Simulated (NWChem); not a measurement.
System: ammonia (NH$_{3}$); SMILES N

Input file for NWChem:

```
start job
memory heap 200 mb stack 900 mb global 1100 mb
geometry units angstroms noautoz
  N      0.000000     0.000000     0.131512
  H      0.664206     0.664206    -0.263938
  H      0.243116    -0.907322    -0.263938
  H     -0.907322     0.243116    -0.263938
end
basis spherical
  N library def2-tzvpd
  H library def2-tzvpd
end
dft
  xc pbe0
  iterations 150
  mulliken
end
task dft gradient
```

Parts of the log:

```
             Northwest Computational Chemistry Package (NWChem) 7.3.0
             --------------------------------------------------------

 C3V symmetry detected

                             Geometry "geometry" -> ""
                             -------------------------

 Output coordinates in angstroms (scale by  1.889725989 to convert to a.u.)

  No.       Tag          Charge          X              Y              Z
 ---- ---------------- ---------- -------------- -------------- --------------
    1 N                    7.0000    -0.00000000    -0.00000000     0.11863500
    2 H                    1.0000     0.66420584     0.66420584    -0.27681500
    3 H                    1.0000     0.24311621    -0.90732206    -0.27681500
    4 H                    1.0000    -0.90732206     0.24311621    -0.27681500

 Effective nuclear repulsion energy (a.u.)      11.8793976859

      Symmetry information
      --------------------

 Group name             C3v
 Group number             17
 Group order               6
 No. of unique centers     2

                                 NWChem DFT Module
                                 -----------------

 Summary of "ao basis" -> "ao basis" (spherical)
 ------------------------------------------------------------------------------
       Tag                 Description            Shells   Functions and Types
 ---------------- ------------------------------  ------  ---------------------
 N                         def2-tzvpd               13       37   6s3p3d1f
 H                         def2-tzvpd                5        9   3s2p

      Symmetry analysis of basis
      --------------------------

        a1         21
        a2          3
        e          40

  Rotation of axis

            General Information
            -------------------
          SCF calculation type: DFT
          Wavefunction type:  closed shell.
          No. of atoms     :     4
          No. of electrons :    10
           Alpha electrons :     5
            Beta electrons :     5
          Charge           :     0
          Spin multiplicity:     1
          Use of symmetry is: on ; symmetry adaption is: on
          Maximum number of iterations: 150
          AO basis - number of functions:    64
                     number of shells:    28
          Convergence on energy requested:  1.00D-06
          Convergence on density requested:  1.00D-05
          Convergence on gradient requested:  5.00D-04

              XC Information
              --------------
                         PBE0 Method XC Functional
                     Hartree-Fock (Exact) Exchange  0.250
          PerdewBurkeErnzerhof Exchange Functional  0.750
            Perdew 1991 LDA Correlation Functional  1.000 local
           PerdewBurkeErnz. Correlation Functional  1.000 non-local

             Grid Information
             ----------------
          Grid used for XC integration:  medium
          Radial quadrature: Mura-Knowles
          Angular quadrature: Lebedev.
          Tag              B.-S. Rad. Rad. Pts. Rad. Cut. Ang. Pts.
          ---              ---------- --------- --------- ---------
          N                   0.65       49           7.0       434
          H                   0.35       45           8.0       434
          Grid pruning is: on
          Number of quadrature shells:    94
          Spatial weights used:  Erf1

      Superposition of Atomic Density Guess
      -------------------------------------

 Sum of atomic energies:         -55.81098399

      Non-variational initial energy
      ------------------------------

 Total energy =     -56.207196
 1-e energy   =     -98.086936
 2-e energy   =      30.000343
 HOMO         =      -0.383807
 LUMO         =       0.036991

      Symmetry analysis of molecular orbitals - initial
      -------------------------------------------------

  Numbering of irreducible representations:

     1 a1          2 a2          3 e

  Orbital symmetries:

     1 a1          2 a1          3 e           4 e           5 a1
     6 a1          7 e           8 e           9 a1         10 e
    11 e          12 a1         13 e          14 e          15 a1

     ---------------------------------------------
      Total Density - Mulliken Population Analysis
     ---------------------------------------------

    Atom       Charge   Shell Charges
 -----------   ------   -------------------------------------------------------
    1 N    7     7.91   0.82  1.16  0.58  0.84  0.17 -0.01  1.60  1.87  0.87  0.00  0.01  0.01  0.00
    2 H    1     0.70   0.22  0.34  0.07  0.03  0.03
    3 H    1     0.70   0.22  0.34  0.07  0.03  0.03
    4 H    1     0.70   0.22  0.34  0.07  0.03  0.03

   convergence    iter        energy       DeltaE   RMS-Dens  Diis-err
 ---------------- ----- ----------------- --------- --------- ---------
 d= 0,ls=0.0,diis     1    -56.4907329128 -6.84D+01  5.48D-03  2.43D-01
 d= 0,ls=0.0,diis     2    -56.4919390605 -1.21D-03  2.90D-03  2.18D-01
 d= 0,ls=0.0,diis     3    -56.5135713427 -2.16D-02  6.64D-04  1.36D-02
 d= 0,ls=0.0,diis     4    -56.5149116237 -1.34D-03  9.31D-05  1.49D-04
 d= 0,ls=0.0,diis     5    -56.5149278450 -1.62D-05  2.00D-05  3.38D-07
 d= 0,ls=0.0,diis     6    -56.5149278963 -5.13D-08  3.41D-06  1.13D-08

         Total DFT energy =      -56.514927896340
      One electron energy =      -99.540000898986
           Coulomb energy =       39.095683826651
    Exchange-Corr. energy =       -7.950008509868
 Nuclear repulsion energy =       11.879397685863

 Numeric. integr. density =        9.999999941071

                  Occupations of the irreducible representations
                  ----------------------------------------------

                     irrep           alpha         beta
                     --------     --------     --------
                     a1                3.0          3.0
                     a2                0.0          0.0
                     e                 2.0          2.0

                       DFT Final Molecular Orbital Analysis
                       ------------------------------------

 Vector    3  Occ=2.000000D+00  E=-4.730036D-01  Symmetry=e
              MO Center=  5.9D-02,  1.7D-01, -5.8D-02, r^2= 9.7D-01
   Bfn.  Coefficient  Atom+Function         Bfn.  Coefficient  Atom+Function
  ----- ------------  ---------------      ----- ------------  ---------------
     7      0.292837  1 N  px                10      0.231267  1 N  px
    39      0.221872  2 H  s                  8      0.183128  1 N  py
    38      0.166228  2 H  s                 57     -0.155226  4 H  s
    11      0.144624  1 N  py                13      0.126690  1 N  px
    56     -0.116296  4 H  s                 14      0.079226  1 N  py

 Vector    4  Occ=2.000000D+00  E=-4.730036D-01  Symmetry=e
              MO Center= -5.9D-02, -1.7D-01, -5.8D-02, r^2= 9.7D-01
   Bfn.  Coefficient  Atom+Function         Bfn.  Coefficient  Atom+Function
  ----- ------------  ---------------      ----- ------------  ---------------
     8      0.292837  1 N  py                11      0.231267  1 N  py
    48     -0.217718  3 H  s                  7     -0.183128  1 N  px
    57      0.166576  4 H  s                 47     -0.163115  3 H  s
    10     -0.144624  1 N  px                14      0.126690  1 N  py
    56      0.124800  4 H  s                 13     -0.079226  1 N  px

 Vector    5  Occ=2.000000D+00  E=-2.852937D-01  Symmetry=a1
              MO Center= -5.3D-15,  1.0D-14,  2.4D-01, r^2= 9.7D-01
   Bfn.  Coefficient  Atom+Function         Bfn.  Coefficient  Atom+Function
  ----- ------------  ---------------      ----- ------------  ---------------
     9      0.394033  1 N  pz                12      0.351236  1 N  pz
    15      0.256500  1 N  pz                 4      0.213392  1 N  s
     3      0.114539  1 N  s                  5      0.113492  1 N  s
     6      0.083451  1 N  s                  2     -0.075512  1 N  s
    39     -0.063840  2 H  s                 48     -0.063840  3 H  s

 Vector    6  Occ=0.000000D+00  E= 1.292573D-02  Symmetry=a1
              MO Center= -1.9D-14,  2.6D-14, -4.5D-01, r^2= 6.2D+00
   Bfn.  Coefficient  Atom+Function         Bfn.  Coefficient  Atom+Function
  ----- ------------  ---------------      ----- ------------  ---------------
     6      3.534109  1 N  s                  5      1.899311  1 N  s
    40     -1.436296  2 H  s                 49     -1.436296  3 H  s
    58     -1.436296  4 H  s                  4     -0.573652  1 N  s
    54     -0.461184  3 H  py                62     -0.461184  4 H  px
    46     -0.400744  2 H  pz                55     -0.400744  3 H  pz

 Vector    7  Occ=0.000000D+00  E= 9.382224D-02  Symmetry=e
              MO Center= -4.5D-01,  2.8D-01, -6.6D-01, r^2= 6.2D+00
   Bfn.  Coefficient  Atom+Function         Bfn.  Coefficient  Atom+Function
  ----- ------------  ---------------      ----- ------------  ---------------
    58      2.866687  4 H  s                 40     -1.791977  2 H  s
    62      1.692837  4 H  px                44      1.145777  2 H  px
    49     -1.074710  3 H  s                 53      0.785549  3 H  px
    64      0.584304  4 H  pz                54     -0.459471  3 H  py
    13      0.399521  1 N  px                45      0.380198  2 H  py

[...]

                         DFT ENERGY GRADIENTS

    atom               coordinates                        gradient
                 x          y          z           x          y          z
   1 N      -0.000000  -0.000000   0.224188    0.000000   0.000000   0.006702
   2 H       1.255167   1.255167  -0.523104    0.002450   0.002450  -0.002234
   3 H       0.459423  -1.714590  -0.523104    0.000897  -0.003346  -0.002234
   4 H      -1.714590   0.459423  -0.523104   -0.003346   0.000897  -0.002234
```

Level: PBE0/def2-TZVPD. Structure relaxed at the B3LYP/6-31G* (spherical d) level.
